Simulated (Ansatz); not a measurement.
Input and output for `C[SiH2]P`.

```yaml
crystal:
  periodic: [false, false, false]
  atoms:
    - {symbol: C, position_ang: [-1.011422, 0.677609, -0.906142]}
    - {symbol: Si, position_ang: [-0.143721, -0.646638, 0.090983]}
    - {symbol: P, position_ang: [1.255918, 0.329450, 1.570375]}
    - {symbol: H, position_ang: [-1.729046, 0.230130, -1.597781]}
    - {symbol: H, position_ang: [-0.293366, 1.256957, -1.491129]}
    - {symbol: H, position_ang: [-1.550293, 1.365089, -0.250530]}
    - {symbol: H, position_ang: [0.563787, -1.592372, -0.816077]}
    - {symbol: H, position_ang: [-1.129534, -1.427509, 0.888341]}
    - {symbol: H, position_ang: [1.888898, -0.890883, 1.928289]}
    - {symbol: H, position_ang: [2.231679, 0.646869, 0.586774]}
basis:
  gaussian: {orbitals: "6-31++G**"}
magnetization: {spin_polarized: true, initial_magnetization: 0}
hamiltonian: {xc: {name: revPBE0}}
output: {forces: true}
```

```sh
$ ansatz run in.yaml --threads 2 --pin off --events-out ev --progress --plain --max-ram 4352MiB
```

It prints (some lines left out):

```
Functional definition: revPBE0
956 factors; integrals over basis functions are off by at most 7.0e-4 eV
mean field evaluation 1: about -18307.8589 eV, gradient 3.4e1 eV
mean field evaluation 2: about -18306.0609 eV, gradient 3.7e1 eV
mean field evaluation 4: about -18313.5790 eV, gradient 8.2e-1 eV
mean field evaluation 8: about -18313.7162 eV, gradient 7.0e-2 eV
mean field evaluation 16: about -18313.7163 eV, gradient 2.6e-5 eV
mean field -18313.71625361 eV, -673.0166588373 hartree, gradient 2.6e-5 eV, S^2 0.000000; 0 other end points of the search recorded, 0 dependent functions left out
reference -18313.71633947 eV, -673.0166619929 hartree; 21, 21 occupied and 86, 86 virtual orbitals, 956 factors
Total energy: -18313.71633947 eV, -673.0166619929 hartree
Atom 0 at    -1.011422     0.677609    -0.906142 Å, force    -0.070317     0.106347    -0.092938 eV/Å
Atom 1 at    -0.143721    -0.646638     0.090983 Å, force    -0.027044    -0.196855     0.079422 eV/Å
Atom 2 at     1.255918     0.329450     1.570375 Å, force     0.082726     0.025508     0.074247 eV/Å
Atom 3 at    -1.729046     0.230130    -1.597781 Å, force    -0.067457    -0.014193    -0.066616 eV/Å
Atom 4 at    -0.293366     1.256957    -1.491129 Å, force     0.034781     0.064442    -0.068990 eV/Å
Atom 5 at    -1.550293     1.365089    -0.250530 Å, force    -0.057741     0.067249     0.034144 eV/Å
Atom 6 at     0.563787    -1.592372    -0.816077 Å, force     0.039518    -0.042510    -0.034027 eV/Å
Atom 7 at    -1.129534    -1.427509     0.888341 Å, force    -0.037434    -0.035692     0.020816 eV/Å
Atom 8 at     1.888898    -0.890883     1.928289 Å, force     0.043066    -0.027715     0.063499 eV/Å
Atom 9 at     2.231679     0.646869     0.586774 Å, force     0.059903     0.053418    -0.009557 eV/Å
Dipole moment:    -0.029162    -0.025997    -0.229755 e Å
```

It took 3.9 s on 2 threads of an Arm Neoverse V1 on a shared host, with 0.26 GiB of host memory at the peak.
